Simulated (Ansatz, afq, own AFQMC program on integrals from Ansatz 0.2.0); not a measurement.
The C2–C1 bond of C2H4, singlet, worked out

```xyz
6

C    -0.0879   -0.6436   -0.1436
C     0.0879    0.6436    0.1436
H     0.0325   -1.4236    0.6145
H    -0.3604   -0.9761   -1.1500
H    -0.0325    1.4236   -0.6145
H     0.3604    0.9761    1.1500
```

The molecule and both fragments are relaxed with PBE0/def2-SVP; the fragments keep their bonds.

Basis def2-TZVP. Noble-gas cores (and the filled d shells of Ga–Kr and In–Xe) are frozen. AFQMC by an in-house program on the Cholesky factors that Ansatz 0.2.0 writes for its CCSD(T) run. ph-AFQMC/CISD is guided by a CISD state made of CCSD amplitudes; releasing the constraint for a short imaginary time cuts its bias at the price of noise, slowly where states lie close. Uncertainties: one standard error, sampling alone.

Total energies in eV. CBS is CCSD(T) at the limit of def2-TZVPP/QZVPP (extrapolated itself); the highest rung of each member is named.

Cautions: C₂H₄ (singlet): the released energies move by 1.5 errors or more from one time to the next, so no released level is given (meV from the phaseless value at times in 1/Eh: -13 ± 5 at 0.24, -21 ± 5 at 0.51, -12 ± 6 at 0.99, -11 ± 5 at 1.62, -28 ± 7 at 2.40), though the last usable value meets CCSDT(Q) within the noise, its ph-AFQMC/CISD value lies 16 ± 5 meV above CCSDT(Q).

```tsv
member	count	CCSD(T)/def2-TZVP	highest rung in def2-TZVP	which	CCSD(T)/CBS
CH₂, triplet	+1	-1063.2367	-1063.2523	CCSDT(Q)	-1063.7723
CH2 (triplet)	+1	-1063.2367	-1063.2523	CCSDT(Q)	-1063.7723
C₂H₄, singlet	-1	-2134.1671	-2134.1995	CCSDT(Q)	-2135.4308
```

Q: Work out the best estimate of the bond energy: the CCSD(T)/CBS difference plus the step from CCSD(T) to the highest rung.

A: Sums with the counts: CCSD(T)/CBS 7.8862 eV, highest rung 7.6949 eV, CCSD(T)/def2-TZVP 7.6937 eV. The step is 7.6949 − 7.6937 = 0.0012 eV, so the best estimate is 7.8862 + (0.0012) = 7.8874 eV. The basis set is worth 0.192 eV of it. Zero-point, core-correlation and spin–orbit terms aren't in it.

Best estimates are given only where the step beyond CCSD(T) is under 0.3 eV and no member's determinant is very poor (T1 over 0.05, or 0.07 for open shells, ⟨S²⟩ too high by 0.3, two states mixed), so the hardest cases are missing from such tables.

CCSDT and higher add their correlation energy to the determinant of the CCSD(T) run, since their own runs factorise the integrals more tightly (a shift of under 2 meV). Each member of a difference takes its own highest rung, so a best estimate needn't equal the limit plus the step of one row.
